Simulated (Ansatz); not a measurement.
# NO (quartet): from Hartree-Fock to the top rungs at distance N1–O2 = 1.403 Å, 6-31G

Aim: climb from Hartree-Fock through coupled cluster and multireference methods for NO (quartet) at one geometry and basis, and see what each rung misses.

Method: 6-31G, core rule «outside noble gas», up to 2 orbitals frozen; program: Ansatz 0.2.0, Gaussian basis.

The runs, in order: UHF; CCSD(T) on ROHF; CCSD(T) on UHF; BCCD(T) on ROHF; CISD; CCSDT(Q) on ROHF; CCSDT(Q) on UHF; CISDTQ; CCSDTQ on ROHF; CCSDTQ on UHF; CASSCF and MRCISD+Q, 5 electrons in 5 orbitals; CASSCF and NEVPT2, 5 electrons in 5 orbitals; CASSCF and MRCISD+Q, 11 electrons in 8 orbitals; CASSCF and NEVPT2, 11 electrons in 8 orbitals; Full CI; Full CI in the symmetry of the determinant.

17 further runs of the same task are left out: 12 that didn't finish, 5 set aside as unsound or not needed.

## Step 1: The geometry

The geometry derives from a PBE0/def2-TZVP stationary point (not a proven minimum). One bond is set to the value named and the two fragments are kept rigid.

2 atoms, charge 0, spin multiplicity 4.

Atoms are counted from 1 here; the program's logs count them from 0.

Bond lengths: N1–O2 1.403 Å.

## Step 2: UHF

in.yaml

```yaml
crystal:
  periodic: [false, false, false]
  atoms:
    - {symbol: N, position_ang: [0.000000, 0.000000, 0.000000]}
    - {symbol: O, position_ang: [0.000000, 0.000000, 1.402844]}
basis:
  gaussian: {orbitals: 6-31G}
magnetization: {spin_polarized: true, initial_magnetization: 3}
hamiltonian: {xc: hf}
output: {orbitals: {seedname: orbitals}}
```

Launch:

```bash
ansatz run in.yaml --threads 1 --pin off --events-out ev --progress --plain --max-ram 2393MiB
```

Further steps of the session: CCSD(T) on ROHF; CCSD(T) on UHF; BCCD(T) on ROHF; CISD; CCSDT(Q) on ROHF; CCSDT(Q) on UHF; CISDTQ; CCSDTQ on ROHF; CCSDTQ on UHF; CASSCF and MRCISD+Q, 5 electrons in 5 orbitals; CASSCF and NEVPT2, 5 electrons in 5 orbitals; CASSCF and MRCISD+Q, 11 electrons in 8 orbitals; CASSCF and NEVPT2, 11 electrons in 8 orbitals; Full CI; Full CI in the symmetry of the determinant.

Q: Predict the results of all the runs planned. Wanted: FCI below the RHF energy; RMP2 from FCI; UMP2 from FCI; RCCSD from FCI; RCCSD(T) from FCI; UCCSD(T) from FCI; RCCSDT(Q) from FCI; UCCSDT(Q) from FCI; NEVPT2 pair from FCI.

As calculated:

| quantity | value |
| --- | --- |
| FCI below the RHF energy | -4.7118 eV |
| RMP2 from FCI | +66.6 kJ/mol |
| UMP2 from FCI | +62.6 kJ/mol |
| RCCSD from FCI | +12.6 kJ/mol |
| RCCSD(T) from FCI | +3.5 kJ/mol |
| UCCSD(T) from FCI | +3.4 kJ/mol |
| RCCSDT(Q) from FCI | +0.1 kJ/mol |
| UCCSDT(Q) from FCI | -0.1 kJ/mol |
| NEVPT2 pair from FCI | +63.4 kJ/mol |
| MRCISD+Q pair from FCI | +5.4 kJ/mol |
| NEVPT2 valence from FCI | +66.1 kJ/mol |
| levels within 1 kcal/mol (43 meV) | RCCSD(T), UCCSD(T), BCCD(T), RCCSDT, UCCSDT, CISDTQ, RCCSDT(Q), UCCSDT(Q), RCCSDTQ, UCCSDTQ, MRCISD+Q valence |
| T1 diagnostic | 0.034 |
| effectively unpaired electrons | 3.04 |

RCCSD(T) misses by +3.5 kJ/mol, 0.8 % of the correlation energy. One determinant dominates. Of the multireference levels listed MRCISD+Q valence comes nearest in total energy (+4.1 kJ/mol), which doesn't show that its space is the better one. These misses are within one basis, not against nature; the frozen cores of restricted and unrestricted runs differ, which can shift their rows.
